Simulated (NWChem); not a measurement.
# Basis-set convergence for Na$_{2}$

SMILES: [Na][Na]
```xyz
2

Na     0.0000     0.0000     1.5625
Na     0.0000     0.0000    -1.5625
```
Charge 0, spin multiplicity 1.

Everything below was run with NWChem. All single points use one geometry, from PBE0/def2-SVP, a minimum by its harmonic frequencies.

Quantity: vertical ionisation energy at the level ΔMP2 (Δ: difference of total energies, the cation a doublet at the parent's geometry with its hole in an orbital of symmetry ag (D2h labels); it is the state that the SCF runs reached, from PBE0 orbitals for Hartree-Fock references, and need not be the lowest).

The correlated methods keep 2 core orbitals frozen. The Pople sets run with spherical d functions. The structure started from a generated list of species. The stability of the SCF solutions was not checked. Open-shell Hartree-Fock references start from PBE0 orbitals; any time given for them includes that run.

The cost column gives rough processor time relative to STO-3G; each entry includes its own SCF.

| basis | functions | vertical ionisation energy (eV) | relative cost |
|---|---|---|---|
| STO-3G | 18 | -4.42 | 1 |
| pcseg-1 | 20 | 4.47 | under 3 |
| 3-21G | 26 | 4.49 | under 3 |
| 6-31G* | 36 | 4.58 | under 3 |
| cc-pVDZ | 36 | 4.57 | 4 |
| pcseg-2 | 38 | 4.60 | under 3 |
| 6-31+G* | 44 | 4.58 | under 3 |
| 6-311G** | 52 | 4.62 | under 3 |
| 6-311++G** | 60 | 4.62 | under 3 |
| def2-QZVP | 92 | 4.73 | 7 |

Smallest basis within 0.05 eV of def2-QZVP, the largest set run: no smaller one. def2-QZVP isn't the basis-set limit itself, and a small set can land close by cancellation.
